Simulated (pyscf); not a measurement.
H₃C–CH=CH–NH₂ (SMILES CC=CN) → HC≡C–CH₃ (SMILES C#CC) + NH₃ (SMILES N), an elimination (singlet surface; C–H, C–N broken, H–N formed). PySCF, gas phase, ωB97X-D3(BJ)/def2-SVP geometries. Correlated levels are frozen-core, on RHF or UHF. ΔMP2 is the change of the MP2 total energy from the triple- to the quadruple-zeta basis. Energies in kJ/mol from the reactant's lowest minimum found.

AM1 to PM7: differences of heats of formation from MOPAC. 

In single points PM3 puts the saddle at 530.4 kJ/mol and the reaction energy at +138.7 kJ/mol. Should these be trusted to within a few kcal/mol? Compare with CCSD(T)/def2-TZVPP + ΔMP2(QZVPP).

CCSD(T)/def2-TZVPP + ΔMP2(QZVPP) gives ΔE‡ = 485.7 kJ/mol and ΔE = +122.2 kJ/mol. PM3 lies 44.6 kJ/mol over it in the barrier and 16.6 kJ/mol over it in the reaction energy, so on this step it does not hold to within 12.6 kJ/mol. CCSD(T)/def2-TZVPP + ΔMP2(QZVPP) has limits of its own. The same reactants have a lower exit, to H₃C–CH•–CH=NH + H• (no saddle counted: cutting one bond costs +387.2 kJ/mol at ωB97M-D3(BJ), against +478.3 kJ/mol here). One saddle was located; it need not be the lowest between these sides. The CCSD(T) − MP2 part came from Ansatz, without density fitting, on the same reference.
